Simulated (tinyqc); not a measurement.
Worked calculation: FCI on RHF in the sto-3g basis, for OH-, spin multiplicity 1. The basis has no diffuse functions, so it cannot describe the extra electron: this is an exercise in the method, not the real anion. One step of it, computed by the program tinyqc.

Question. FCI: roots. Diagonalise (each vector has its largest component positive (the first on a tie)); all determinants have Ms = 0, so triplets appear too. The lowest singlet root is the correlation energy.

Occupation strings over the orbitals (2 doubly, a alpha, b beta, 0 empty; spin orbitals ordered 1a 1b 2a 2b ...): 222220 22a22b 2a222b a2222b 22b22a 2b222a b2222a 222202 222022 220222 2ab222 a2b222 2ba222 202222 ab2222 b2a222 ba2222 022222

H - E(HF) between determinants (hartree):
```
           222220     22a22b     2a222b     a2222b     22b22a     2b222a     b2222a     222202
222220   0.000000   0.000000   0.000000   0.000000   0.000000   0.000000   0.000000   0.038109
22a22b   0.000000   0.574479   0.014087  -0.022611  -0.175366  -0.031097   0.009768  -0.011522
2a222b   0.000000   0.014087   1.116314   0.032667  -0.031097  -0.108751  -0.021416  -0.036239
a2222b   0.000000  -0.022611   0.032667  19.622744   0.009768  -0.021416  -0.027348  -0.008957
22b22a   0.000000  -0.175366  -0.031097   0.009768   0.574479   0.014087  -0.022611   0.011522
2b222a   0.000000  -0.031097  -0.108751  -0.021416   0.014087   1.116314   0.032667   0.036239
b2222a   0.000000   0.009768  -0.021416  -0.027348  -0.022611   0.032667  19.622744   0.008957
222202   0.038109  -0.011522  -0.036239  -0.008957   0.011522   0.036239   0.008957   0.764560
222022   0.038109  -0.011522  -0.036239  -0.008957   0.011522   0.036239   0.008957   0.047444
220222   0.175366   0.033579   0.118445   0.003243  -0.033579  -0.118445  -0.003243   0.037243
2ab222  -0.031097  -0.118445   0.071908  -0.004541   0.081879  -0.037734  -0.016778   0.047768
a2b222   0.009768  -0.003243  -0.004541   0.235515   0.018290  -0.022190  -0.004994   0.012222
2ba222   0.031097   0.081879  -0.037734  -0.016778  -0.118445   0.071908  -0.004541  -0.047768
202222   0.108751  -0.037734  -0.012237   0.004454   0.037734   0.012237  -0.004454   0.153431
ab2222  -0.021416   0.016778  -0.004454   0.101693  -0.022190   0.010508  -0.020685  -0.033739
b2a222  -0.009768   0.018290  -0.022190  -0.004994  -0.003243  -0.004541   0.235515  -0.012222
ba2222   0.021416  -0.022190   0.010508  -0.020685   0.016778  -0.004454   0.101693   0.033739
022222   0.027348  -0.004994  -0.020685   0.144549   0.004994   0.020685  -0.144549   0.025979

           222022     220222     2ab222     a2b222     2ba222     202222     ab2222     b2a222
222220   0.038109   0.175366  -0.031097   0.009768   0.031097   0.108751  -0.021416  -0.009768
22a22b  -0.011522   0.033579  -0.118445  -0.003243   0.081879  -0.037734   0.016778   0.018290
2a222b  -0.036239   0.118445   0.071908  -0.004541  -0.037734  -0.012237  -0.004454  -0.022190
a2222b  -0.008957   0.003243  -0.004541   0.235515  -0.016778   0.004454   0.101693  -0.004994
22b22a   0.011522  -0.033579   0.081879   0.018290  -0.118445   0.037734  -0.022190  -0.003243
2b222a   0.036239  -0.118445  -0.037734  -0.022190   0.071908   0.012237   0.010508  -0.004541
b2222a   0.008957  -0.003243  -0.016778  -0.004994  -0.004541  -0.004454  -0.020685   0.235515
222202   0.047444   0.037243   0.047768   0.012222  -0.047768   0.153431  -0.033739  -0.012222
222022   0.764560   0.037243   0.047768   0.012222  -0.047768   0.153431  -0.033739  -0.012222
220222   0.037243   1.230564   0.002302   0.036844  -0.002302   0.138630  -0.010057  -0.036844
2ab222   0.047768   0.002302   1.703274   0.036787  -0.138630   0.052871   0.007586  -0.010057
a2b222   0.012222   0.036844   0.036787  20.089586  -0.010057  -0.007586  -0.192505  -0.017616
2ba222  -0.047768  -0.002302  -0.138630  -0.010057   1.703274  -0.052871   0.025645   0.036787
202222   0.153431   0.138630   0.052871  -0.007586  -0.052871   2.322760  -0.026841   0.007586
ab2222  -0.033739  -0.010057   0.007586  -0.192505   0.025645  -0.026841  20.866443   0.024589
b2a222  -0.012222  -0.036844  -0.010057  -0.017616   0.036787   0.007586   0.024589  20.089586
ba2222   0.033739   0.010057   0.025645   0.024589   0.007586   0.026841  -0.063876  -0.192505
022222   0.025979   0.017616   0.024589  -0.137133  -0.024589   0.063876   0.395625   0.137133

           ba2222     022222
222220   0.021416   0.027348
22a22b  -0.022190  -0.004994
2a222b   0.010508  -0.020685
a2222b  -0.020685   0.144549
22b22a   0.016778   0.004994
2b222a  -0.004454   0.020685
b2222a   0.101693  -0.144549
222202   0.033739   0.025979
222022   0.033739   0.025979
220222   0.010057   0.017616
2ab222   0.025645   0.024589
a2b222   0.024589  -0.137133
2ba222   0.007586  -0.024589
202222   0.026841   0.063876
ab2222  -0.063876   0.395625
b2a222  -0.192505   0.137133
ba2222  20.866443  -0.395625
022222  -0.395625  42.821829
```

Give: lowest roots of this matrix, relative to E(HF); lowest vectors; <S^2> of these roots; weight of the ground state by excitation level 0, 1, 2, ....

Answer.

lowest roots of this matrix, relative to E(HF) (hartree): [-0.0313, 0.3975, 0.7034, 0.7171, 0.7530, 1.0058, 1.0749, 1.4021]

lowest vectors, order 222220, 22a22b, 2a222b, a2222b, 22b22a, 2b222a, b2222a, 222202, 222022, 220222, 2ab222, a2b222, 2ba222, 202222, ab2222, b2a222, ba2222, 022222:
$$\begin{pmatrix}
0.9888 & 0.0000 & -0.0231 & 0.0000 \\
0.0076 & 0.7065 & 0.6859 & 0.0000 \\
0.0083 & 0.0185 & -0.0840 & 0.0000 \\
0.0000 & 0.0005 & 0.0013 & 0.0000 \\
-0.0076 & 0.7065 & -0.6859 & 0.0000 \\
-0.0083 & 0.0185 & 0.0840 & 0.0000 \\
0.0000 & 0.0005 & -0.0013 & 0.0000 \\
-0.0338 & 0.0000 & -0.0574 & 0.7071 \\
-0.0338 & 0.0000 & -0.0574 & -0.7071 \\
-0.1337 & 0.0000 & -0.0453 & 0.0000 \\
0.0196 & 0.0216 & 0.1312 & 0.0000 \\
-0.0002 & -0.0005 & 0.0007 & 0.0000 \\
-0.0196 & 0.0216 & -0.1312 & 0.0000 \\
-0.0339 & 0.0000 & 0.0384 & 0.0000 \\
0.0008 & 0.0001 & -0.0015 & 0.0000 \\
0.0002 & -0.0005 & -0.0007 & 0.0000 \\
-0.0008 & 0.0001 & 0.0015 & 0.0000 \\
-0.0005 & 0.0000 & 0.0000 & 0.0000
\end{pmatrix}$$

<S^2> of these roots: [0.0000, 2.0000, 0.0000, 0.0000, 0.0000, 2.0000, 0.0000, 0.0000]

weight of the ground state by excitation level 0, 1, 2, ...: [0.9777, 0.0003, 0.0221]
